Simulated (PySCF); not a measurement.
# C2H7O2P: the cost of one run

Programs: PySCF 2.14.0, with density-fitted response routines of our own. Each step states its level of theory. These are calculated values for one molecule in the gas phase, unless marked as measured. Atoms are numbered from 0 throughout.

### 1 The molecule as given

12 atoms, charge 0, multiplicity 1; geometry from: GFN2-xTB. The atoms were then displaced at random by about 0.01 Å, so the start is not that level's minimum.

Bonds of the start (Å): C0–P1 1.84, P1–C2 1.84, P1–O3 1.49, P1–O4 1.62, C0–H5 1.11, C0–H6 1.09, C0–H7 1.06, C2–H8 1.10, C2–H9 1.06, C2–H10 1.09, O4–H11 0.98.

### 2 Optimising the geometry at PBE0-D3(BJ)/def2-SVP

The job: settings as JSON, then the geometry in Å.

```
{"job": {"xc": "PBE0", "basis": "def2-SVP", "d3": "d3bj", "grid": 1, "shake": 0.01, "kind": "geom"}, "charge": 0, "multiplicity": 1}
C      1.048160    -0.053470    -1.180140
P      0.258360     0.244370     0.452120
C     -1.199980    -0.873310     0.534380
O      1.211310     0.204730     1.598610
O     -0.410300     1.706980     0.295970
H      0.299570     0.146110    -1.976140
H      1.868790     0.662570    -1.290000
H      1.419650    -1.039940    -1.236500
H     -1.677100    -0.702570     1.516250
H     -1.870270    -0.672650    -0.261190
H     -0.842850    -1.902010     0.504560
H     -0.065650     2.250920     1.033060
```

Command:

```bash
OMP_NUM_THREADS=1 python probes_run.py task.json out
```

One launch serves the whole session: the jobs run in the order shown.

**Question.** How long does this first job take on 1 thread of Arm Neoverse V2, shared host, and how much memory does it need?

About 61 s, with a peak of 0.47 GiB.
